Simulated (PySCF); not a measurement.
# CCl3F: NMR shieldings, part 2 of 2

PySCF 2.14.0. Atoms count from 0. Earlier steps stand in the parts before.

### Step 6. NMR shieldings: PBE0/x2c-SVPall-2c in water, spin-free

Job settings and geometry (Å):

```
{"job": {"xc": "PBE0", "basis": "x2c-SVPall-2c", "rel": "sf", "solvent": "water", "kind": "hnmr"}, "charge": 0, "multiplicity": 1}
F      0.132129     0.655705    -1.233961
C      0.013648     0.027713    -0.071598
Cl     1.222264     0.672586     1.043688
Cl    -1.613070     0.307878     0.558031
Cl     0.279958    -1.699699    -0.332733
```

With the program's defaults for keys left out, this is: PBE0/x2c-SVPall-2c GIAO NMR shielding, spin-free X2C, Gaussian nuclei, IEF-PCM water.

The program printed:

```text
spin-free SCF
coarse grid: 7048 points
cycle   1  E = -1521.4063197487  dE =  7.825e-01  |g| = 8.188e-01  |ddm| = 2.445e+00
cycle   2  E = -1521.0917269778  dE =  3.146e-01  |g| = 1.514e+00  |ddm| = 1.754e+00
cycle   3  E = -1521.5580901986  dE = -4.664e-01  |g| = 4.108e-02  |ddm| = 1.136e+00
cycle   4  E = -1521.5582237247  dE = -1.335e-04  |g| = 2.588e-02  |ddm| = 4.717e-02
cycle   5  E = -1521.5583550664  dE = -1.313e-04  |g| = 7.076e-03  |ddm| = 2.579e-02
cycle   6  E = -1521.5583634590  dE = -8.393e-06  |g| = 6.061e-04  |ddm| = 6.046e-03
final grid: 58056 points
cycle   7  E = -1521.7209578113  dE = -1.391e-05  |g| = 4.133e-03  |ddm| = 1.221e-02
cycle   8  E = -1521.7209550842  dE =  2.727e-06  |g| = 5.527e-03  |ddm| = 7.443e-03
cycle   9  E = -1521.7209608378  dE = -5.754e-06  |g| = 7.770e-04  |ddm| = 4.246e-03
cycle  10  E = -1521.7209609339  dE = -9.608e-08  |g| = 1.298e-04  |ddm| = 7.598e-04
cycle  11  E = -1521.7209609372  dE = -3.291e-09  |g| = 4.268e-05  |ddm| = 1.426e-04
converged SCF energy = -1521.7209609372
check of the scalar solution
cycle   1  E = -1521.7209609372  dE = -1.522e+03  |FDS-SDF| = 4.268e-05
cycle   2  E = -1521.7209609370  dE =  1.769e-10  |FDS-SDF| = 5.189e-05
converged, E = -1521.7209609370

Field gradients (au) and densities at the nuclei (bohr^-3)
atom        Vxx        Vyy        Vzz        centre      nuclear mean
  0 F     -1.4528    -1.4540     2.9067        417.144        417.143
  1 C     -0.0541    -0.0546     0.1087        114.330        114.329
  2 Cl    -2.2200    -2.3030     4.5230       3056.613       3056.572
  3 Cl    -2.2197    -2.3037     4.5235       3056.613       3056.572
  4 Cl    -2.2200    -2.3046     4.5246       3056.613       3056.572

Core orbital energies (eV)
atom   shell        mean    spread
  2 Cl 1s        -2776.023   0.000
  2 Cl 2s         -261.549   0.000
  2 Cl 3s          -24.066   0.000
  2 Cl 2p         -198.181   0.303
  3 Cl 1s        -2776.022   0.000
  3 Cl 2s         -261.548   0.000
  3 Cl 3s          -24.064   0.000
  3 Cl 2p         -198.180   0.303
  4 Cl 1s        -2776.021   0.000
  4 Cl 2s         -261.547   0.000
  4 Cl 3s          -24.062   0.000
  4 Cl 2p         -198.179   0.303

Shielding tensors (ppm)
atom      isotropic    diamagn.    paramagn.     s11        s22        s33       span
  0 F       215.25      467.82     -252.57     207.02     207.14     231.60      24.58
  1 C        47.90      236.47     -188.57      47.72      47.76      48.22       0.49
  2 Cl      433.09     1145.69     -712.60     156.37     189.89     953.01     796.64
  3 Cl      432.75     1145.70     -712.96     155.60     189.54     953.10     797.50
  4 Cl      432.28     1145.68     -713.40     154.68     188.72     953.43     798.75
```

It took 8.7 s on 1 thread of Arm Neoverse V1, shared host; peak memory 0.59 GiB.

### Step 7. NMR shieldings: PBE0/x2c-SVPall-2c in dichloromethane, spin–orbit

Job settings and geometry (Å):

```
{"job": {"xc": "PBE0", "basis": "x2c-SVPall-2c", "rel": "so", "solvent": "dichloromethane", "kind": "hnmr"}, "charge": 0, "multiplicity": 1}
F      0.132129     0.655705    -1.233961
C      0.013648     0.027713    -0.071598
Cl     1.222264     0.672586     1.043688
Cl    -1.613070     0.307878     0.558031
Cl     0.279958    -1.699699    -0.332733
```

Level: PBE0/x2c-SVPall-2c GIAO NMR shielding, X2C with spin-orbit coupling, screened-nuclear two-electron part, Gaussian nuclei, IEF-PCM dichloromethane.

The program printed:

```text
spin-free SCF
coarse grid: 7048 points
cycle   1  E = -1521.4057451835  dE =  7.830e-01  |g| = 8.207e-01  |ddm| = 2.445e+00
cycle   2  E = -1521.0845031813  dE =  3.212e-01  |g| = 1.526e+00  |ddm| = 1.764e+00
cycle   3  E = -1521.5578903235  dE = -4.734e-01  |g| = 4.287e-02  |ddm| = 1.148e+00
cycle   4  E = -1521.5580166000  dE = -1.263e-04  |g| = 2.861e-02  |ddm| = 5.007e-02
cycle   5  E = -1521.5581776043  dE = -1.610e-04  |g| = 7.393e-03  |ddm| = 2.820e-02
cycle   6  E = -1521.5581867512  dE = -9.147e-06  |g| = 6.021e-04  |ddm| = 6.342e-03
final grid: 58056 points
cycle   7  E = -1521.7207810165  dE = -1.392e-05  |g| = 4.156e-03  |ddm| = 1.223e-02
cycle   8  E = -1521.7207782352  dE =  2.781e-06  |g| = 5.577e-03  |ddm| = 7.478e-03
cycle   9  E = -1521.7207840610  dE = -5.826e-06  |g| = 7.839e-04  |ddm| = 4.276e-03
cycle  10  E = -1521.7207841590  dE = -9.793e-08  |g| = 1.388e-04  |ddm| = 7.748e-04
cycle  11  E = -1521.7207841628  dE = -3.839e-09  |g| = 4.215e-05  |ddm| = 1.505e-04
converged SCF energy = -1521.7207841628
two-component SCF
cycle   1  E = -1521.7193516465  dE = -1.522e+03  |FDS-SDF| = 2.142e-01
cycle   2  E = -1521.7210850123  dE = -1.733e-03  |FDS-SDF| = 1.091e-02
cycle   3  E = -1521.7211016291  dE = -1.662e-05  |FDS-SDF| = 1.075e-03
cycle   4  E = -1521.7211033301  dE = -1.701e-06  |FDS-SDF| = 3.020e-04
cycle   5  E = -1521.7211034032  dE = -7.311e-08  |FDS-SDF| = 2.625e-04
cycle   6  E = -1521.7211034236  dE = -2.036e-08  |FDS-SDF| = 2.764e-05
converged, E = -1521.7211034236

Field gradients (au) and densities at the nuclei (bohr^-3)
atom        Vxx        Vyy        Vzz        centre      nuclear mean
  0 F     -1.4529    -1.4541     2.9070        417.146        417.145
  1 C     -0.0539    -0.0543     0.1082        114.330        114.330
  2 Cl    -2.2196    -2.3029     4.5225       3056.607       3056.566
  3 Cl    -2.2194    -2.3036     4.5230       3056.607       3056.566
  4 Cl    -2.2197    -2.3045     4.5242       3056.608       3056.567

Core orbital energies (eV)
atom   shell        mean    spread
  2 Cl 1s        -2776.026   0.000
  2 Cl 2s         -261.552   0.000
  2 Cl 3s          -24.069   0.000
  2 Cl 2p1/2      -199.305   0.000
  2 Cl 2p3/2      -197.624   0.189
  3 Cl 1s        -2776.025   0.000
  3 Cl 2s         -261.550   0.000
  3 Cl 3s          -24.067   0.000
  3 Cl 2p1/2      -199.304   0.000
  3 Cl 2p3/2      -197.622   0.189
  4 Cl 1s        -2776.024   0.000
  4 Cl 2s         -261.549   0.000
  4 Cl 3s          -24.064   0.000
  4 Cl 2p1/2      -199.303   0.000
  4 Cl 2p3/2      -197.621   0.189

Shielding tensors (ppm)
atom      isotropic    diamagn.    paramagn.     s11        s22        s33       span
  0 F       216.66      466.06     -249.40     210.22     210.34     229.43      19.21
  1 C        73.64      236.06     -162.42      68.24      68.27      84.41      16.18
  2 Cl      423.27     1127.37     -704.09     153.83     187.33     928.66     774.82
  3 Cl      422.94     1127.38     -704.44     153.08     186.99     928.74     775.67
  4 Cl      422.46     1127.35     -704.89     152.15     186.18     929.06     776.92
```

Run time: 26 s. Hardware: 1 thread of Arm Neoverse V1, shared host; peak memory 0.78 GiB.

In short:

| quantity | value |
| --- | --- |
| energy from spin-orbit coupling | -0.0003 Eh |

### Step 8. NMR shieldings: PBE0/x2c-SVPall-2c in dichloromethane, spin-free

Job settings and geometry (Å):

```
{"job": {"xc": "PBE0", "basis": "x2c-SVPall-2c", "rel": "sf", "solvent": "dichloromethane", "kind": "hnmr"}, "charge": 0, "multiplicity": 1}
F      0.132129     0.655705    -1.233961
C      0.013648     0.027713    -0.071598
Cl     1.222264     0.672586     1.043688
Cl    -1.613070     0.307878     0.558031
Cl     0.279958    -1.699699    -0.332733
```

Method: PBE0/x2c-SVPall-2c GIAO NMR shielding, spin-free X2C, Gaussian nuclei, IEF-PCM dichloromethane.

The program printed:

```text
spin-free SCF
coarse grid: 7048 points
cycle   1  E = -1521.4057451835  dE =  7.830e-01  |g| = 8.207e-01  |ddm| = 2.445e+00
cycle   2  E = -1521.0845031813  dE =  3.212e-01  |g| = 1.526e+00  |ddm| = 1.764e+00
cycle   3  E = -1521.5578903235  dE = -4.734e-01  |g| = 4.287e-02  |ddm| = 1.148e+00
cycle   4  E = -1521.5580166000  dE = -1.263e-04  |g| = 2.861e-02  |ddm| = 5.007e-02
cycle   5  E = -1521.5581776043  dE = -1.610e-04  |g| = 7.393e-03  |ddm| = 2.820e-02
cycle   6  E = -1521.5581867512  dE = -9.147e-06  |g| = 6.021e-04  |ddm| = 6.342e-03
final grid: 58056 points
cycle   7  E = -1521.7207810165  dE = -1.392e-05  |g| = 4.156e-03  |ddm| = 1.223e-02
cycle   8  E = -1521.7207782352  dE =  2.781e-06  |g| = 5.577e-03  |ddm| = 7.478e-03
cycle   9  E = -1521.7207840610  dE = -5.826e-06  |g| = 7.839e-04  |ddm| = 4.276e-03
cycle  10  E = -1521.7207841590  dE = -9.793e-08  |g| = 1.388e-04  |ddm| = 7.748e-04
cycle  11  E = -1521.7207841628  dE = -3.839e-09  |g| = 4.215e-05  |ddm| = 1.505e-04
converged SCF energy = -1521.7207841628
check of the scalar solution
cycle   1  E = -1521.7207841628  dE = -1.522e+03  |FDS-SDF| = 4.215e-05
cycle   2  E = -1521.7207841626  dE =  1.737e-10  |FDS-SDF| = 5.158e-05
converged, E = -1521.7207841626

Field gradients (au) and densities at the nuclei (bohr^-3)
atom        Vxx        Vyy        Vzz        centre      nuclear mean
  0 F     -1.4529    -1.4542     2.9071        417.146        417.145
  1 C     -0.0539    -0.0543     0.1082        114.329        114.329
  2 Cl    -2.2199    -2.3032     4.5232       3056.612       3056.571
  3 Cl    -2.2197    -2.3039     4.5236       3056.612       3056.571
  4 Cl    -2.2200    -2.3049     4.5249       3056.613       3056.572

Core orbital energies (eV)
atom   shell        mean    spread
  2 Cl 1s        -2776.025   0.000
  2 Cl 2s         -261.551   0.000
  2 Cl 3s          -24.069   0.000
  2 Cl 2p         -198.183   0.303
  3 Cl 1s        -2776.024   0.000
  3 Cl 2s         -261.550   0.000
  3 Cl 3s          -24.067   0.000
  3 Cl 2p         -198.182   0.303
  4 Cl 1s        -2776.023   0.000
  4 Cl 2s         -261.549   0.000
  4 Cl 3s          -24.064   0.000
  4 Cl 2p         -198.181   0.303

Shielding tensors (ppm)
atom      isotropic    diamagn.    paramagn.     s11        s22        s33       span
  0 F       214.89      467.81     -252.91     206.67     206.79     231.22      24.55
  1 C        47.88      236.47     -188.59      47.70      47.75      48.19       0.49
  2 Cl      432.83     1145.70     -712.86     156.01     189.78     952.72     796.71
  3 Cl      432.49     1145.71     -713.21     155.24     189.44     952.80     797.56
  4 Cl      432.01     1145.68     -713.67     154.29     188.60     953.14     798.85
```

It took 8.1 s on 1 thread of Arm Neoverse V1, shared host; peak memory 0.6 GiB.

### Step 9. Shieldings side by side

| run | C1 | Cl4 | Cl2 | Cl3 | F0 | time |
| --- | --- | --- | --- | --- | --- | --- |
| step 3, PBE0/x2c-SVPall-2c, spin–orbit | 73.6 | 421.4 | 422.2 | 421.9 | 214.7 | 28 s |
| step 4, PBE0/x2c-SVPall-2c, spin-free | 47.8 | 430.9 | 431.7 | 431.4 | 212.9 | 8.4 s |
| step 5, PBE0/x2c-SVPall-2c in water, spin–orbit | 73.6 | 422.7 | 423.5 | 423.2 | 217.0 | 30 s |
| step 6, PBE0/x2c-SVPall-2c in water, spin-free | 47.9 | 432.3 | 433.1 | 432.7 | 215.3 | 8.7 s |
| step 7, PBE0/x2c-SVPall-2c in dichloromethane, spin–orbit | 73.6 | 422.5 | 423.3 | 422.9 | 216.7 | 26 s |
| step 8, PBE0/x2c-SVPall-2c in dichloromethane, spin-free | 47.9 | 432.0 | 432.8 | 432.5 | 214.9 | 8.1 s |

### Step 10. Summary of results

This closing draws on all 2 parts.

| quantity | value |
| --- | --- |
| point group | C3v |
| rotational constants (main isotopes) | 2.46, 2.46, 1.72 GHz |
| energy from spin-orbit coupling (step 3, PBE0/x2c-SVPall-2c, spin–orbit) | -0.0003 Eh |
| shieldings (step 3, PBE0/x2c-SVPall-2c, spin–orbit) | F0 214.7, C1 73.6, Cl2 422.2, Cl3 421.9, Cl4 421.4 ppm |
| surface potential, 1st and 99th percentile | -0.19 V and 0.76 V |
| shieldings (step 4, PBE0/x2c-SVPall-2c, spin-free) | F0 212.9, C1 47.8, Cl2 431.7, Cl3 431.4, Cl4 430.9 ppm |
| energy from spin-orbit coupling (step 5, PBE0/x2c-SVPall-2c in water, spin–orbit) | -0.0003 Eh |
| shieldings (step 5, PBE0/x2c-SVPall-2c in water, spin–orbit) | F0 217.0, C1 73.6, Cl2 423.5, Cl3 423.2, Cl4 422.7 ppm |
| shieldings (step 6, PBE0/x2c-SVPall-2c in water, spin-free) | F0 215.3, C1 47.9, Cl2 433.1, Cl3 432.7, Cl4 432.3 ppm |
| energy from spin-orbit coupling (step 7, PBE0/x2c-SVPall-2c in dichloromethane, spin–orbit) | -0.0003 Eh |
| shieldings (step 7, PBE0/x2c-SVPall-2c in dichloromethane, spin–orbit) | F0 216.7, C1 73.6, Cl2 423.3, Cl3 422.9, Cl4 422.5 ppm |
| shieldings (step 8, PBE0/x2c-SVPall-2c in dichloromethane, spin-free) | F0 214.9, C1 47.9, Cl2 432.8, Cl3 432.5, Cl4 432.0 ppm |

**Reading.** Relaxing lowered the energy by 0.034 eV in 6 steps; the close pair that moved most is C1–Cl3, from 1.805 to 1.767 Å. No frequency check was run at this level, so the end point may be a saddle. C1 moves most between the runs, by 26 ppm; the labels say what changes from run to run.
